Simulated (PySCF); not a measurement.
```xyz
4
charge 0 multiplicity 1, angstrom
Si    0.0678   -0.2487   -0.5365
F     1.1205    0.2086    0.6069
O    -1.3619    0.1526    0.1530
H    -1.3830    0.5531    1.0286
```

All numbers come from PBE0/[Si def2-TZVP, F def2-TZVP, O def2-TZVP, H def2-TZVP], no relativity, density fitting, PySCF.

This geometry of SiF(OH) is a stationary point at this level.

Task: What is the point group?

Result: Cs.

Task: Is it a minimum?

Result: Yes: all harmonic wavenumbers are real.

Task: List the harmonic modes with their infrared intensities.

Result: 
| symmetry | ω (cm⁻¹) | IR (km/mol) |
| --- | --- | --- |
| a' | 321 | 39.1 |
| a'' | 498 | 157 |
| a' | 737 | 74.4 |
| a' | 835 | 210 |
| a' | 904 | 107 |
| a' | 3850 | 68.9 |

Task: Give the atomic charges and bond orders.

Result: 
```tsv
atom	Mulliken	Löwdin	polar tensor	Mayer order to Si1
Si1	0.46	0.02	1.03	–
F2	-0.30	-0.04	-0.58	1.05
O3	-0.48	-0.13	-0.74	1.23
H4	0.32	0.16	0.30	0.07
```
Other Mayer orders above 0.3: O–H 0.86.

This need not be the most stable arrangement of these atoms.
